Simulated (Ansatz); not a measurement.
Compare A (`CC=C=CN`) with its isomer B (`CC1(C)C=N1`).

Program: Ansatz. Geometries: PBE0-D4/def2-TZVP. ΔE: electronic, gas phase. CCSD(T)/CBS is the MP2 limit (def2-TZVPP, def2-QZVPP) plus CCSD(T) − MP2 in def2-TZVPP, frozen cores. DFT in def2-TZVPP. B3LYP here is the variant with VWN-RPA as its local correlation; programs differ in this. Each species was taken in one conformer, which may not be the lowest.

A:

```xyz
12

C     2.084    0.398    0.251
C     0.780    0.837   -0.342
C    -0.390    0.353   -0.034
C    -1.587   -0.089    0.255
N    -2.298   -1.080   -0.431
H     2.761    0.029   -0.526
H     2.588    1.237    0.740
H     1.936   -0.393    0.987
H     0.838    1.630   -1.090
H    -2.144    0.383    1.061
H    -2.847   -1.670    0.176
H    -1.721   -1.635   -1.046
```

B:

```xyz
12

C    -0.8275   -0.6737   -0.8928
C     0.1117   -0.1520    0.1594
C     0.0345    1.3281    0.4129
C     1.2678   -0.9166    0.5683
N     0.3288   -1.0434    1.3825
H    -0.6145   -0.2203   -1.8658
H    -0.7464   -1.7565   -0.9943
H    -1.8633   -0.4303   -0.6362
H     0.2959    1.8928   -0.4872
H     0.7107    1.6283    1.2142
H    -0.9826    1.6154    0.6975
H     2.2847   -1.2717    0.4414
```

Question: Which isomer does CCSD(T)/CBS put lower? Give the gap. (Best estimate.)

Answer: Ansatz gave: A, by 19.7 kJ/mol.

Question: Give E(B) − E(A) in kJ/mol with ωB97M-V, r2SCAN-D4, B3LYP-D4, CCSD/def2-TZVPP, PBE0-D4, MP2/def2-TZVPP, B3LYP. (An estimate is asked.)

Answer: Ansatz gave: ωB97M-V 21.5, r2SCAN-D4 29.8, B3LYP-D4 41.9, CCSD/def2-TZVPP 17.8, PBE0-D4 25.8, MP2/def2-TZVPP 5.0, B3LYP 46.4. None reverses the order clearly.

Largest T1 diagnostic: 0.012.

From PBE to PBE0 (25 % exact exchange), in def2-TZVPP and without D4, E(B) − E(A) moves by −6.4 kJ/mol. In def2-TZVPP, CCSD(T) changes the Hartree–Fock value by −20.6 kJ/mol (the triples alone add −2.1 kJ/mol) and MP2 by −31.3 kJ/mol.
